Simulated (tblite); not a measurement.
C4H5S (doublet state).
Atom-mapped SMILES: `[CH2:1]=[C:2][C:3]([CH3:4])=[S:5]` (hydrogens: H6, H7 on C1; H8, H9, H10 on C4)

Computed geometry: GFN2-xTB, gas phase. This method treats the open shell by occupation alone, without spin polarisation.

Question: Give the optimised bond lengths and angles.

Answer: 
```json
{"bond": "C1=C2", "length (bohr)": "2.436", "order": "double"}
{"bond": "C2–C3", "length (bohr)": "2.493", "order": "single"}
{"bond": "C3–C4", "length (bohr)": "2.831", "order": "single"}
{"bond": "C3=S5", "length (bohr)": "3.265", "order": "double"}
{"bond": "C1–H6", "length (bohr)": "2.040", "order": "single"}
{"bond": "C1–H7", "length (bohr)": "2.041", "order": "single"}
{"bond": "C4–H8, C4–H9, C4–H10", "length (bohr)": "2.057", "order": "single"}
```

Bonds in one row agree within 0.02 bohr and their mean is given. Orders are formal, as drawn. A selection of angles:
```json
{"angle": "C2–C1–H6", "degrees": "122.1"}
{"angle": "C2–C1–H7", "degrees": "122.0"}
{"angle": "H6–C1–H7", "degrees": "115.9"}
{"angle": "C1–C2–C3", "degrees": "177.3"}
{"angle": "C2–C3–C4", "degrees": "123.5"}
{"angle": "C2–C3–S5", "degrees": "118.4"}
{"angle": "C4–C3–S5", "degrees": "118.1"}
{"angle": "C3–C4–H8", "degrees": "109.7"}
{"angle": "C3–C4–H9", "degrees": "110.8"}
{"angle": "H8–C4–H9", "degrees": "109.5"}
{"angle": "H8–C4–H10", "degrees": "107.9"}
```

The C–C distances run from 1.289 Å (C1=C2, drawn double) to 1.498 Å (C3–C4, drawn single), a spread of 0.209 Å. C1 (carbon bonded to C and 2 H) is planar (angles 122.1°, 122.0° and 115.9°, sum 360.0°, 0.00 Å off the plane of its three neighbours). The 5 heavy atoms lie in one plane (0.001 Å rms). C3 (carbon bonded to 2 C and S) is planar (angles 123.5°, 118.4° and 118.1°, sum 360.0°, 0.00 Å off the plane of its three neighbours).

Point group: near Cs, missed by 0.14 Å at most; the miss may be what the optimiser left on a soft mode. Its GFN2-xTB frequencies are all real (lowest 91 cm⁻¹).
